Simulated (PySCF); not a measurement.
PySCF input for diphosphorus (P2), SMILES P#P, PBE/pcJ-2. Coordinates come from a B3LYP-D3(BJ)/def2-TZVPD optimisation.

```python
import numpy as np
from pyscf import gto, scf, dft
from pyscf.prop.ssc import rks as ssc

mol = gto.M(
    atom='''
    P     0.00000000    0.00000000   -0.94422005
    P     0.00000000    0.00000000    0.94422005
    ''',
    basis='pcJ-2',
    charge=0,
    spin=0,
    max_memory=1600,
    verbose=3,
)
mf = dft.RKS(mol, xc='pbe')
mf.grids.level = 3
mf.conv_tol = 1e-10
mf.max_cycle = 100
mf.kernel()
j = ssc.SSC(mf)
j.with_fcsd = True
j.max_cycle_cphf = 80
j.conv_tol = 1e-7
e11 = j.kernel()
```

Log of the run:

```
converged SCF energy = -680.848297296877
Reduced spin-spin coupling constant K (Hz)
               #0        #1
        0 P    0.00000
        1 P  -91.11109   0.00000
Spin-spin coupling constant J (Hz)
               #0        #1
        0 P    0.00000
        1 P  -466.67778   0.00000
```

The calculation finished and met its thresholds.

Cost: around 6 core-seconds (rough).
